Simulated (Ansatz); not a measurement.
# SiH3+ (SMILES [SiH3+]): single points off equilibrium

How do the functionals fare away from a minimum? The structure is a structure displaced at random from a GFN2-xTB minimum.

Method: single points in def2-TZVPP; program: Ansatz 0.2.0, Gaussian basis.

Cores are frozen in the correlated methods.

### Step 1. The starting structure

4 atoms, charge 1, spin multiplicity 1.

Atoms are counted from 1 here; the program's logs count them from 0.

Bond lengths: Si1–H2 1.234 Å, Si1–H3 1.481 Å, Si1–H4 1.403 Å. Angles: H2–Si1–H3 110.7°, H2–Si1–H4 129.1°, H3–Si1–H4 119.9°.

Coordinates:

```xyz
4
H3Si
Si    0.05690    0.10140   -0.03070
H     0.74540    0.53930    0.89500
H    -0.01270   -1.37740    0.02380
H    -0.50000    0.78770   -1.11990
```

### Step 2. CCSD(T)/def2-TZVPP

run/in.yaml reads:

```yaml
crystal:
  periodic: [false, false, false]
  atoms:
    - {symbol: Si, position_ang: [0.056900, 0.101400, -0.030700]}
    - {symbol: H, position_ang: [0.745400, 0.539300, 0.895000]}
    - {symbol: H, position_ang: [-0.012700, -1.377400, 0.023800]}
    - {symbol: H, position_ang: [-0.500000, 0.787700, -1.119900]}
basis:
  gaussian: {orbitals: def2-TZVPP}
total_charge: 1
correlation: {method: ccsd_t}
output: {forces: true}
```

The command line of these runs was not kept.

### Step 3. PBE0-D4/def2-TZVPP

run/in.yaml, as its differences from that of step 2:

```diff
@@ -10,3 +10,3 @@
 total_charge: 1
-correlation: {method: ccsd_t}
-output: {forces: true}
+hamiltonian: {xc: pbe0, dispersion: d4}
+output: {forces: true, orbitals: {seedname: orbitals}}
```

### Step 4. wB97M-V/def2-TZVPP

run/in.yaml, as its differences from that of step 3:

```diff
@@ -10,3 +10,3 @@
 total_charge: 1
-hamiltonian: {xc: pbe0, dispersion: d4}
-output: {forces: true, orbitals: {seedname: orbitals}}
+hamiltonian: {xc: {name: wB97M-V}}
+output: {forces: true}
```

### Step 5. r2SCAN-D4/def2-TZVPP

run/in.yaml, as its differences from that of step 4:

```diff
@@ -10,3 +10,3 @@
 total_charge: 1
-hamiltonian: {xc: {name: wB97M-V}}
+hamiltonian: {xc: r2scan, dispersion: d4}
 output: {forces: true}
```

### Step 6. PBE-D4/def2-TZVPP

run/in.yaml, as its differences from that of step 5:

```diff
@@ -10,3 +10,3 @@
 total_charge: 1
-hamiltonian: {xc: r2scan, dispersion: d4}
+hamiltonian: {xc: pbe, dispersion: d4}
 output: {forces: true}
```

### Step 7. CAM-B3LYP-D4/def2-TZVPP

run/in.yaml, as its differences from that of step 6:

```diff
@@ -10,3 +10,3 @@
 total_charge: 1
-hamiltonian: {xc: pbe, dispersion: d4}
+hamiltonian: {xc: {name: CAM-B3LYP}, dispersion: d4}
 output: {forces: true}
```

### Step 8. BLYP-D4/def2-TZVPP

run/in.yaml, as its differences from that of step 7:

```diff
@@ -10,3 +10,3 @@
 total_charge: 1
-hamiltonian: {xc: {name: CAM-B3LYP}, dispersion: d4}
+hamiltonian: {xc: {name: BLYP}, dispersion: d4}
 output: {forces: true}
```

(Steps that only read results are left out.)

**Question.** What will these runs give? Wanted: energy less free atoms, CCSD(T)/def2-TZVPP; RMS force component; RMS force error; HOMO and LUMO, PBE0-D4; T1 diagnostic.

The runs gave:

```
                                  quantity                                                                                                value
energy less free atoms, CCSD(T)/def2-TZVPP                                                                                         -77.3 kJ/mol
                       RMS force component                                                                 3.067 to 3.148 eV/Å over the methods
                           RMS force error  PBE0-D4 0.069, wB97M-V 0.062, r2SCAN-D4 0.046, PBE-D4 0.156, CAM-B3LYP-D4 0.035, BLYP-D4 0.097 eV/Å
                    HOMO and LUMO, PBE0-D4                                                                                 -17.59 and -10.30 eV
                             T1 diagnostic                                                                                                0.008
```

Against CCSD(T) the functionals' energies less atoms differ by -26.6 to +26.7 kJ/mol, PBE-D4 by +26.7 kJ/mol. The reference is not at the basis limit: in triple zeta CCSD(T) underbinds, which counts against methods that bind more; the gaps are no ranking. For forces CAM-B3LYP-D4 does best and PBE-D4 worst. Frozen-core CCSD(T) forces in triple zeta carry basis errors of their own, and this is one geometry, so small gaps rank nothing.
